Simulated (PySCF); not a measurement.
# O3 (ozone): levels of theory compared

Aim: a comparison of 6 runs (HF/STO-3G, B3LYP/def2-TZVPP, M06-2X/def2-TZVPP, r2SCAN/def2-TZVPP, revPBE/def2-TZVPP, SCS-MP2/def2-TZVPP) of O3 (ozone). 

The results are computed with PySCF 2.14.0.

3 further runs of the same task are left out: 3 set aside as unsound or not needed. Runs told in other sessions of the task aren't counted.

### Step 1. Starting point

O3 has 3 atoms, charge 0, and is taken as a singlet. As SMILES, `O=[O+][O-]`. Geometry: relaxed at PBE0-D4/def2-TZVP.

Bond lengths: O1–O2 1.238 Å, O2–O3 1.238 Å. Angles: O1–O2–O3 118.4°.

### Step 2. A single-point energy at HF/STO-3G (run 1)

Input file input.py:

```python
from pyscf import gto, scf

mol = gto.M(
    atom='O 0.848700 -0.535900 0.409500; O -0.228900 -0.317600 -0.159400; O -0.619800 0.853500 -0.250100',
    max_memory=1860,
    verbose=4,
    spin=0,
    basis='sto-3g',
)

mf = scf.RHF(mol)
mf.conv_tol = 1e-10
mf.kernel()
if not mf.converged:
    mf = mf.newton().run(mf.mo_coeff, mf.mo_occ)

etot = mf.e_tot
print('E(%s) = %.9f' % ('HF', etot))
```

Launch:

```console
$ OMP_NUM_THREADS=1 python input.py
```

Standard output:

```text
PySCF version 2.14.0

[INPUT] num. atoms = 3
[INPUT] num. electrons = 24
[INPUT] charge = 0
[INPUT] spin (= nelec alpha-beta = 2S) = 0
[INPUT] symmetry False subgroup None
[INPUT] Mole.unit = angstrom
[INPUT] Symbol           X                Y                Z      unit          X                Y                Z       unit  Magmom
[INPUT]  1 O      0.848700000000  -0.535900000000   0.409500000000 AA    1.603810561918  -1.012704230154   0.773842848009 Bohr   0.0
[INPUT]  2 O     -0.228900000000  -0.317600000000  -0.159400000000 AA   -0.432558309913  -0.600177017162  -0.301222344256 Bohr   0.0
[INPUT]  3 O     -0.619800000000   0.853500000000  -0.250100000000 AA   -1.171252252005   1.612881247316  -0.472620503754 Bohr   0.0

nuclear repulsion = 70.6416483617444
number of shells = 9
number of NR pGTOs = 45
number of NR cGTOs = 15
basis = sto-3g
ecp = {}

******** <class 'pyscf.scf.hf.RHF'> ********
method = RHF
initial guess = minao
damping factor = 0
level_shift factor = 0
DIIS = <class 'pyscf.scf.diis.CDIIS'>
diis_start_cycle = 1
diis_space = 8
diis_damp = 0
SCF conv_tol = 1e-10
SCF conv_tol_grad = None
SCF max_cycles = 50
direct_scf = True
direct_scf_tol = 1e-13
Set gradient conv threshold to 1e-05
Initial guess from minao.
init E= -221.849025807849
  HOMO = -0.265506077569436  LUMO = -0.0997692567701232  gap/eV = 4.50993
cycle= 1 E= -221.12349513808  delta_E= 0.726  |g|= 0.752  |ddm|= 2.93
  HOMO = -0.287296900675573  LUMO = 0.0839446439533137  gap/eV = 10.10200
cycle= 2 E= -221.240146139383  delta_E= -0.117  |g|= 0.383  |ddm|= 1.18
  HOMO = -0.326927461063397  LUMO = 0.113894398974588  gap/eV = 11.99537
cycle= 3 E= -221.281035728154  delta_E= -0.0409  |g|= 0.029  |ddm|= 0.387
  HOMO = -0.327900463886813  LUMO = 0.119866244911713  gap/eV = 12.18435
cycle= 4 E= -221.28170832742  delta_E= -0.000673  |g|= 0.00902  |ddm|= 0.0839
  HOMO = -0.328973591849529  LUMO = 0.118897204901446  gap/eV = 12.18719
cycle= 5 E= -221.281786705221  delta_E= -7.84e-05  |g|= 0.00364  |ddm|= 0.0274
  HOMO = -0.329689419279567  LUMO = 0.119430352191904  gap/eV = 12.22117
cycle= 6 E= -221.281799770704  delta_E= -1.31e-05  |g|= 0.00052  |ddm|= 0.0135
  HOMO = -0.329731193218054  LUMO = 0.119436792292444  gap/eV = 12.22248
cycle= 7 E= -221.281799939671  delta_E= -1.69e-07  |g|= 9.12e-05  |ddm|= 0.00134
  HOMO = -0.329734604013275  LUMO = 0.119447582186584  gap/eV = 12.22287
cycle= 8 E= -221.28179994292  delta_E= -3.25e-09  |g|= 4.21e-05  |ddm|= 0.00018
  HOMO = -0.32973662486982  LUMO = 0.119454101981183  gap/eV = 12.22310
cycle= 9 E= -221.281799943711  delta_E= -7.91e-10  |g|= 4.2e-06  |ddm|= 7.82e-05
  HOMO = -0.32973663025378  LUMO = 0.11945296681947  gap/eV = 12.22307
cycle= 10 E= -221.281799943723  delta_E= -1.25e-11  |g|= 1.41e-06  |ddm|= 1.09e-05
  HOMO = -0.329736671355762  LUMO = 0.119453009033391  gap/eV = 12.22307
Extra cycle  E= -221.281799943725  delta_E= -1.36e-12  |g|= 7.1e-07  |ddm|= 2.73e-06
converged SCF energy = -221.281799943725
E(HF) = -221.281799944
```

It took 0.73 s on 1 thread of Arm Neoverse V1, shared host; peak memory 0.099 GiB.

### Step 3. The energy at B3LYP/def2-TZVPP (run 2)

Input file run.py:

```python
from pyscf import gto, dft

molecule = gto.M(
    atom='O 0.848700 -0.535900 0.409500; O -0.228900 -0.317600 -0.159400; O -0.619800 0.853500 -0.250100',
    basis='def2-tzvpp',
    spin=0,
    verbose=3,
    max_memory=1860,
)

ks = dft.RKS(molecule)
ks.xc = 'b3lyp'
ks.conv_tol = 1e-10
ks.grids.level = 5
ks.kernel()
if not ks.converged:
    ks = ks.newton().run(ks.mo_coeff, ks.mo_occ)

etot = ks.e_tot
print(f'total energy: {etot:.8f} hartree')
```

Launch:

```console
$ OMP_NUM_THREADS=1 python run.py
```

Standard output:

```text
converged SCF energy = -225.511721260396
total energy: -225.51172126 hartree
```

Run time: 9.3 s. Hardware: 1 thread of Arm Neoverse V1, shared host; peak memory 0.44 GiB.

Run 3 isn't shown in full; the table further down has it.

### Step 4. A single-point energy at r2SCAN/def2-TZVPP (run 4)

Input file job.py:

```python
from pyscf import gto, dft

mol = gto.M(
    atom='''
O      1.603811    -1.012704     0.773843
O     -0.432558    -0.600177    -0.301222
O     -1.171252     1.612881    -0.472621
''',
    unit='bohr',
    basis='def2-tzvpp',
    max_memory=1860,
    verbose=4,
)

calc0 = dft.RKS(mol)
calc0.xc = 'r2scan'
calc0.grids.level = 5
calc0.conv_tol = 1e-10
calc0.kernel()
if not calc0.converged:
    calc0 = calc0.newton().run(calc0.mo_coeff, calc0.mo_occ)

e_final = calc0.e_tot
print('E = %.10f Eh' % e_final)
```

Launch:

```console
$ OMP_NUM_THREADS=1 python job.py
```

Standard output:

```text
PySCF version 2.14.0

[INPUT] num. atoms = 3
[INPUT] num. electrons = 24
[INPUT] charge = 0
[INPUT] spin (= nelec alpha-beta = 2S) = 0
[INPUT] symmetry False subgroup None
[INPUT] Mole.unit = bohr
[INPUT] Symbol           X                Y                Z      unit          X                Y                Z       unit  Magmom
[INPUT]  1 O      0.848700231823  -0.535899878208   0.409500080430 AA    1.603811000000  -1.012704000000   0.773843000000 Bohr   0.0
[INPUT]  2 O     -0.228899836001  -0.317599990918  -0.159399817828 AA   -0.432558000000  -0.600177000000  -0.301222000000 Bohr   0.0
[INPUT]  3 O     -0.619799866644   0.853499869126  -0.250100262602 AA   -1.171252000000   1.612881000000  -0.472621000000 Bohr   0.0

[... 63 lines left out ...]
converged SCF energy = -225.416647001327
E = -225.4166470013 Eh
```

Wall time 18 s (1 thread of Arm Neoverse V1, shared host); peak memory 0.48 GiB.

Run 5 isn't shown in full; the table further down has it.

### Step 5. The energy at SCS-MP2/def2-TZVPP (run 6)

Input file input.py:

```python
# O=[O+][O-]
from pyscf import gto, mp

mol = gto.M(
    atom='''
O        0.848700      -0.535900       0.409500
O       -0.228900      -0.317600      -0.159400
O       -0.619800       0.853500      -0.250100
''',
    basis='def2-tzvpp',
    verbose=3,
    max_memory=1860,
    spin=0,
)

hf = mol.RHF()
hf.conv_tol = 1e-10
hf.kernel()
if not hf.converged:
    hf = hf.newton().run(hf.mo_coeff, hf.mo_occ)

pt = mp.MP2(hf, frozen=3).run()
energy = hf.e_tot + 1.2 * pt.e_corr_os + pt.e_corr_ss / 3
print(f'total energy: {energy:.8f} hartree')
```

Launch:

```console
$ OMP_NUM_THREADS=1 python input.py
```

Standard output:

```text
converged SCF energy = -224.3628083032
E(RMP2) = -225.123620975258  E_corr = -0.76081267205757
E(SCS-RMP2) = -225.099545956917  E_corr = -0.736737653716816
total energy: -225.09954596 hartree
```

Run time: 2.3 s. Hardware: 1 thread of Arm Neoverse V1, shared host; peak memory 0.22 GiB.

### Step 6. All runs side by side

```
run               level  integration grid  frozen core orbitals  energy (Eh)  dipole moment (D) of the reference  HOMO energy (eV)  LUMO energy (eV)  wall time
  1           HF/STO-3G                 –                     –  -221.281800                                0.51             -8.97              3.25     0.73 s
  2    B3LYP/def2-TZVPP                 5                     –  -225.511721                                0.69             -9.41             -5.14      9.3 s
  3   M06-2X/def2-TZVPP                 5                     –  -225.408040                                0.74            -11.64             -3.60       20 s
  4   r2SCAN/def2-TZVPP                 5                     –  -225.416647                                0.67             -8.10             -5.81       18 s
  5   revPBE/def2-TZVPP                 5                     –  -225.478408                                0.65             -7.59             -5.64      8.1 s
  6  SCS-MP2/def2-TZVPP                 –                     3  -225.099546                                0.85            -13.36             -0.75      2.3 s
```

### Step 7. Summary of results

| quantity | value |
| --- | --- |
| run 6: total energy | -225.09955 Eh |
| run 6: dipole moment (Hartree–Fock density) | 0.85 D |
| run 6: HOMO energy (Hartree–Fock orbitals) | -13.36 eV |
| run 6: LUMO energy (Hartree–Fock orbitals) | -0.75 eV |
| run 6: HOMO–LUMO gap (Hartree–Fock orbitals) | 12.60 eV |
| run 6: correlation energy (3 core orbitals frozen) | -736.7 mEh |

Over runs 1, 2, 3, 4, 5 the dipole moment (its size) runs from 0.51 D (HF/STO-3G) to 0.74 D (M06-2X/def2-TZVPP). The two ends differ in method and basis. Over runs 1, 2, 3, 4, 5 the HOMO–LUMO gap runs from 1.95 eV (revPBE/def2-TZVPP) to 12.22 eV (HF/STO-3G). Totals of different functionals can't be ranked against each other. In run 1 the basis is minimal, so the values are rough. All runs together took 59 s, the longest 20 s.
